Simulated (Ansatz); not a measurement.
# CH4O3S: the cost of one run

All numbers are computed with Ansatz 0.2.0, driven from Python. Level of theory: r2SCAN+D4/def2-SVP.

### Step 1. The system

Bond lengths: C1–S2 1.778 Å, S2–O3 1.445 Å, S2–O4 1.443 Å, S2–O5 1.614 Å, C1–H6 1.091 Å, C1–H7 1.092 Å, C1–H8 1.092 Å, O5–H9 0.982 Å. Angles: C1–S2–O3 109.5°, C1–S2–O4 109.7°, C1–S2–O5 98.0°, O3–S2–O4 122.7°, O3–S2–O5 105.8°, O4–S2–O5 108.2°, S2–C1–H6 108.9°, S2–C1–H7 108.0°, S2–C1–H8 108.8°, H6–C1–H7 110.1°, H6–C1–H8 111.0°, H7–C1–H8 110.1°, S2–O5–H9 107.8°.

The script holds or builds the structure itself.

### Step 2. Script

Contents of run_freq.py:

```python
"""Vibrations and zero-point energy of CH4O3S."""

import warnings

import ansatz as az
from ase import Atoms
import numpy as np

warnings.simplefilter("ignore", az.DeckWarning)

atoms = Atoms(["C", "S", "O", "O", "O", "H", "H", "H", "H"], positions=[
    (-1.0572, -0.0305, -0.3977),
    (0.4959, 0.4377, 0.3298),
    (0.455, 0.1952, 1.7537),
    (0.9403, 1.689, -0.2359),
    (1.4004, -0.7462, -0.2912),
    (-1.3117, -1.0394, -0.068),
    (-1.8162, 0.677, -0.0579),
    (-0.9644, 0.0133, -1.4844),
    (1.858, -1.1962, 0.4515),
])
ch4o3s = az.Crystal.molecule_from_ase(atoms)

calc = (
    ch4o3s.calculation()
    .basis(gaussian="def2-SVP")
    .functional("r2scan", dispersion="d4")
)
symbols = [site.symbol for site in ch4o3s.cartesian_sites]
start = np.array([site.position_ang for site in ch4o3s.cartesian_sites], dtype=float)
def progress(event):
    if event["event"] == "relax_step":
        row = event["data"]
        print(f"step {row['step']:3d}  E = {row['lagrangian_ev']:.6f} eV  largest force component {row['allowed_force_max_ev_ang']:.4f} eV/A")


rep = calc.relax(force_tolerance=0.003, max_steps=100).session().plan().execute(on_event=progress).report
end = np.array(rep["positions_ang"])

print("final positions (A) and the move of each atom")
for symbol, xyz, old in zip(symbols, end, start):
    print(f"{symbol:2s} {xyz[0]:10.5f} {xyz[1]:10.5f} {xyz[2]:10.5f}   {np.linalg.norm(xyz - old):7.4f}")

# frequencies need a stationary point, so they are taken at the relaxed geometry
minimum = az.Crystal.molecule()
for symbol, place in zip(symbols, end):
    minimum = minimum.atom(symbol, place.tolist())
vibrating = minimum.calculation()
vibrating = vibrating.basis(gaussian="def2-SVP").functional("r2scan", dispersion="d4")
vibrating = vibrating.phonons(temperatures=(298.15, 498.15, 100))
vib = vibrating.run().report["vibrations"]
sums = vib["harmonic_sums"]
modes = [m["omega_inv_cm"] for m in sums["modes_at_gamma"] if m["rigid_motion"] == "no"]
for number, w in enumerate(modes, start=1):
    print(f"mode {number:2d} {w:9.1f} 1/cm {w / 8065.544 * 1000:8.2f} meV")
print("imaginary modes:", sum(w < 0 for w in modes), " zero-point energy:", round(sums["zero_point_energy_ev"], 4), "eV")
print("T (K)   F_vib (eV)   S_vib (meV/K)   C_vib (meV/K)")
for row in zip(sums["temperatures_k"], sums["vibrational_free_energy_ev"], vib["entropy_ev_per_k"], vib["heat_capacity_ev_per_k"]):
    print(f"{row[0]:6.1f} {row[1]:11.4f} {1000 * row[2]:13.4f} {1000 * row[3]:15.4f}")
```

### Step 3. The calls as engine input

The package turns the script's settings into the engine's input (first run):

```yaml
crystal:
  periodic: [false, false, false]
  atoms:
    - { symbol: C, position_ang: [-1.0572, -0.0305, -0.3977] }
    - { symbol: S, position_ang: [0.4959, 0.4377, 0.3298] }
    - { symbol: O, position_ang: [0.455, 0.1952, 1.7537] }
    - { symbol: O, position_ang: [0.9403, 1.689, -0.2359] }
    - { symbol: O, position_ang: [1.4004, -0.7462, -0.2912] }
    - { symbol: H, position_ang: [-1.3117, -1.0394, -0.068] }
    - { symbol: H, position_ang: [-1.8162, 0.677, -0.0579] }
    - { symbol: H, position_ang: [-0.9644, 0.0133, -1.4844] }
    - { symbol: H, position_ang: [1.858, -1.1962, 0.4515] }
basis:
  gaussian:
    orbitals: def2-SVP
hamiltonian:
  xc: r2scan
  dispersion: d4
relax:
  f_tol: 0.003
  max_steps: 100
```

### Step 4. Launch

Command:

```console
$ python run_freq.py
```

Q: Estimate wall time and peak memory on 1 thread of Arm Neoverse V1, shared host.

About 5 min, with a peak of 0.22 GiB.
